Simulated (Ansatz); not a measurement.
Single points on SiEtH3 (C2H8Si).

```yaml
crystal:
  periodic: [false, false, false]
  atoms:
    - {symbol: C, position_ang: [-0.274643, -0.419960, 0.505621]}
    - {symbol: C, position_ang: [0.515701, 0.744444, 1.094711]}
    - {symbol: Si, position_ang: [-0.307425, -0.428191, -1.370137]}
    - {symbol: H, position_ang: [0.142191, -1.375115, 0.843241]}
    - {symbol: H, position_ang: [-1.309711, -0.400287, 0.863892]}
    - {symbol: H, position_ang: [0.511692, 0.721279, 2.187415]}
    - {symbol: H, position_ang: [1.559403, 0.723278, 0.769859]}
    - {symbol: H, position_ang: [0.099232, 1.706993, 0.785743]}
    - {symbol: H, position_ang: [1.077653, -0.511209, -1.911996]}
    - {symbol: H, position_ang: [-0.926809, 0.825773, -1.882920]}
    - {symbol: H, position_ang: [-1.087275, -1.587004, -1.885429]}
basis:
  gaussian: {orbitals: def2-SVP, initial_orbitals: start.molden}
hamiltonian: {xc: pbe0, dispersion: d4}
scf: {omitted_lower_state_checks: [starts]}
output: {orbitals: {seedname: orbitals}}
```

The file start.molden holds the orbitals of an earlier run on this structure, at another level or in another basis.

```sh
$ ansatz run in.yaml --threads 2 --pin off --events-out ev --progress --plain --max-ram 4352MiB
```

Output, abridged:

```
Functional definition: PBE0
976 factors; their error is unknown
mean field evaluation 1: about -10071.8440 eV, gradient 4.4e0 eV
mean field evaluation 2: about -10071.8990 eV, gradient 4.0e-2 eV
mean field evaluation 4: about -10071.9388 eV, gradient 7.7e-5 eV
mean field -10071.93884029 eV, -370.1369253754 hartree, gradient 7.6e-5 eV, S^2 0.000000; 0 other end points of the search recorded, 0 dependent functions left out
reference -10071.93886697 eV, -370.1369263559 hartree; 17, 17 occupied and 69, 69 virtual orbitals, 976 factors
Total energy: -10072.08661205 eV, -370.1423558873 hartree
Checks for a lower state left out: starts
```

Hardware: 2 threads of AMD EPYC 7R43 on a shared host. Wall time 2.2 s.

First input, but with `gaussian: {orbitals: def2-TZVPP, initial_orbitals: start.molden}`, `correlation: {method: ccsd_t}` and without the key `hamiltonian` (abridged; 1.9 min):

```
Functional definition: HF
mean field -10050.94888616 eV, -369.3655587885 hartree, gradient 3.5e-6 eV, S^2 0.000000
7 core orbitals not correlated: weight in the atoms' cores, before any rotation towards them, 1.000 or more for the frozen orbitals, at most 0.000 for the correlated occupied ones
second order -13.38883758 eV of doubles, -0.00000000 eV of singles
cycle   1  -14.29304673 eV  change   -9.0e-1 eV  update   7.6e-2
cycle   2  -14.70105981 eV  change   -4.1e-1 eV  update   2.3e-2
cycle   3  -14.73960192 eV  change   -3.9e-2 eV  update   7.3e-3
cycle   4  -14.73727499 eV  change    2.3e-3 eV  update   2.1e-3
cycle   5  -14.73706693 eV  change    2.1e-4 eV  update   6.3e-4
cycle   6  -14.73695865 eV  change    1.1e-4 eV  update   2.0e-4
cycle   7  -14.73693865 eV  change    2.0e-5 eV  update   5.7e-5
cycle   8  -14.73694516 eV  change   -6.5e-6 eV  update   1.9e-5
perturbative correction -0.51267600 eV, -0.0188404956 hartree
Total energy: -10066.19850733 eV, -369.9259720298 hartree
Checks for a lower state left out: starts
```

As the first input, with `gaussian: {orbitals: def2-TZVP, initial_orbitals: start.molden}`, `correlation: {method: mp2}` and without the key `hamiltonian` (abridged; 4 s):

```
Functional definition: HF
mean field -10050.88957874 eV, -369.3633792809 hartree, gradient 2.4e-6 eV, S^2 0.000000
7 core orbitals not correlated: weight in the atoms' cores, before any rotation towards them, 1.000 or more for the frozen orbitals, at most 0.000 for the correlated occupied ones
second order -12.74607026 eV of doubles, -0.00000000 eV of singles
Total energy: -10063.63564900 eV, -369.8317887236 hartree
Checks for a lower state left out: starts
```

Geometry: PBE0-D4/def2-TZVP.

Correlated methods freeze 7 core orbitals. Another isomer (singlet) lies 0.54 eV lower at PBE0-D4/def2-TZVP; other spin states weren't run for this one.
